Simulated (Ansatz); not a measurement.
Basis-set extrapolation for C₃H₅N, SMILES `C1=CNC1` (PBE0-D4/def2-TZVP geometry, frozen core, Ansatz 0.2.0). Multiplicity 1, RHF reference.

```
                      def2-TZVPP   def2-QZVPP
                 HF  -170.947889  -170.955806
    MP2 correlation    -0.694903    -0.740366
CCSD(T) correlation    -0.753530      not run
```

Energies in hartree. Use E(X) = E(∞) + A·exp(−7.88·√X) for Hartree–Fock and E(X) = E(∞) + B·X^(−2.97) for correlation, with X = 3 and 4, and add CCSD(T) minus MP2 of the smaller set to the MP2 limit.

What is the CCSD(T) energy at the basis-set limit?

HF limit: -170.955806 + (-0.007917) × 0.13774 = -170.95690. MP2 limit: -0.740366 + (-0.045463) × 0.74074 = -0.77404. Higher-order term: -0.753530 − (-0.694903) = -0.05863. Total: -171.78957 hartree, 55.3 kcal/mol below CCSD(T)/def2-TZVPP.
